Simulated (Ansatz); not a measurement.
**NH (triplet): wave-function methods side by side, aug-cc-pVTZ**

The task here is to estimate one member of a computed series from the others.

The runs use Ansatz 0.2.0, Gaussian basis; aug-cc-pVTZ, core rule «outside noble gas», up to 1 orbitals frozen.

To be run: UHF; CCSD(T) on ROHF; CCSD(T) on UHF; BCCD(T) on ROHF; CCSDT(Q) on ROHF; CCSDT(Q) on UHF; CASSCF and MRCISD+Q, 6 electrons in 5 orbitals; CASSCF and NEVPT2, 6 electrons in 5 orbitals.

5 further runs of the same task are left out: 1 that didn't finish, 4 set aside as unsound or not needed.

**The geometry**

The geometry is a PBE0/def2-TZVP stationary point (not a proven minimum) of the parent state, kept for this charge and spin.

2 atoms, charge 0, spin multiplicity 3.

Atoms are counted from 1 here; the program's logs count them from 0.

Bond lengths: N1–H2 1.039 Å.

The first run:

The input, in.yaml:

```yaml
crystal:
  periodic: [false, false, false]
  atoms:
    - {symbol: N, position_ang: [0.000000, 0.000000, 0.000000]}
    - {symbol: H, position_ang: [0.000000, 0.000000, 1.038535]}
basis:
  gaussian: {orbitals: aug-cc-pVTZ}
magnetization: {spin_polarized: true, initial_magnetization: 2}
hamiltonian: {xc: hf}
output: {orbitals: {seedname: orbitals}}
```

The run is started by

```bash
> ansatz run in.yaml --threads 1 --pin off --events-out ev --progress --plain --max-ram 3956MiB --backend cpu
```

Among the steps run: UHF; CCSD(T) on ROHF; CCSD(T) on UHF; BCCD(T) on ROHF; CCSDT(Q) on ROHF; CCSDT(Q) on UHF; CASSCF and MRCISD+Q, 6 electrons in 5 orbitals; CASSCF and NEVPT2, 6 electrons in 5 orbitals.

One of the session's tables, all rows but one given; the rest of the session is left out.

It belongs to the step «Misses and costs». 

| method | from UCCSDT(Q) (meV) |
| --- | --- |
| ROHF | +4655.2 |
| UHF | +4442.1 |
| RMP2 | +633.1 |
| UMP2 | +644.9 |
| RCCSD | +137.1 |
| UCCSD | +131.4 |
| RCCSD(T) | +18.8 |
| UCCSD(T) | +16.8 |
| BCCD(T) | +19.0 |
| RCCSDT | +5.4 |
| UCCSDT | +3.1 |
| RCCSDT(Q) | +2.3 |
| UCCSDT(Q) | 0 |
| CASSCF valence | +3947.8 |
| NEVPT2 valence | ? |
| MRCISD valence | +188.8 |
| MRCISD+Q valence | +26.3 |

**Question.** Estimate the row for NEVPT2 valence.

The run gave: from UCCSDT(Q) (meV): +691.8. In the column «from UCCSDT(Q) (meV)» it lies between UMP2 (+644.9) and CASSCF valence (+3947.8).

To keep in mind: Restricted and unrestricted rows rest on different reference determinants; where their highest levels disagree by more than a few hundredths of an eV, they describe different states and don't form one ladder.
